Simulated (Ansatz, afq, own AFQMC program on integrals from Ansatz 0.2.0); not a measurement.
Two steps: Ansatz 0.2.0 writes the Fock matrix and Cholesky factors of the valence space, and afq projects on them the lowest state that overlaps trial and start.

```yaml
crystal:
  periodic: [false, false, false]
  atoms:
    - {symbol: Si, position_ang: [0.009460, -0.103752, 0.602203]}
    - {symbol: N, position_ang: [-0.087242, 0.144329, -1.180713]}
    - {symbol: H, position_ang: [0.265634, 1.182906, 1.319057]}
    - {symbol: H, position_ang: [0.683123, -0.297565, -1.691380]}
basis:
  gaussian: {orbitals: cc-pVDZ}
magnetization: {spin_polarized: true, initial_magnetization: 3}
correlation: {method: ccsd_t, electrons: outside_noble_gas, hamiltonian_folder: ham}
```

```sh
$ ansatz run in.yaml --threads 1 --pin off --events-out ev --progress --plain --max-ram 1382MiB
```

Options of the walk:

```
--method phaseless --trial hf --walkers 120 --populations 1 --least-time 40 --time-step 0.005 --steps-per-block 20 --equilibration-blocks 112 --max-blocks 600 --target-error 0.0012000 --factor-cut 1e-05 --start spin_pure --seed 3944 --taylor-order 6
```

Times are imaginary, in 1/Eh. The walk had a cap of 1161 s.

Log:

```
orbitals 36  electrons 7 4  factors 272 of 407
reference energy -344.42626508 Eh
CCSD correlation -0.22751043 Eh in 17 cycles, weight of the determinant in the CISD state 0.8927
energy of the start -344.426650 Eh
 block  time / (1/Eh)  mean weight  energy / Eh
     1     0.100  1.0017  -344.477248
     2     0.200  1.0025  -344.513884
     3     0.300  1.0009  -344.538338
     4     0.400  1.0008  -344.555342
     5     0.500  1.0011  -344.571918
     7     0.700  1.0011  -344.589238
     9     0.900  1.0006  -344.611973
    18     1.800  0.9990  -344.679997
    52     5.200  0.9996  -344.706603
    86     8.600  0.9987  -344.687283
   120    12.000  0.9986  -344.666790
   154    15.400  1.0021  -344.637840
   188    18.800  0.9998  -344.651049
   222    22.200  1.0006  -344.672970
   256    25.600  1.0007  -344.666683
   290    29.000  0.9960  -344.657587
   324    32.400  1.0025  -344.637855
   358    35.800  1.0006  -344.636088
   392    39.200  1.0017  -344.666535
   426    42.600  1.0003  -344.643531
   460    46.000  1.0002  -344.670862
   494    49.400  0.9965  -344.616956
   528    52.800  1.0010  -344.695118
   562    56.200  1.0017  -344.698820
   596    59.600  0.9987  -344.652628
   630    63.000  0.9992  -344.681743
   664    66.400  0.9998  -344.721753
   698    69.800  0.9984  -344.671598
blocks merged  error / Eh  count
     1  0.000736  600
     2  0.000964  300
     4  0.001249  150
     8  0.001519  75
    16  0.001762  37
    32  0.001860  18
    64  0.001980  9
energy -344.661403 +/- 0.001860 Eh
(rows thinned)
```

The run passed its tests (sampling time, drift between the halves within three errors, error under three times the target), which doesn't prove that it has relaxed.

Against this walk (error 50.6 meV) on the same determinant: CCSD(T) 48.4 meV higher (within the noise), CCSDT(Q) 7.2 meV higher (within the noise), a separate phaseless walk with a CISD trial and standard settings 3.4 ± 52.9 meV lower (within the noise). The error is statistical and leaves out the bias of the constraint.

Cautions: constraint bias not in the error; error above the target (50.6 against 32.7 meV); lower spins were not checked.

The walk took 5.2 min on 1 thread of Arm Neoverse V1, with other jobs on the host. The log's last line is the phaseless energy.

CCSDT and higher add their correlation energy to the determinant of the CCSD(T) run, since their own runs factorise the integrals more tightly (a shift of under 2 meV).
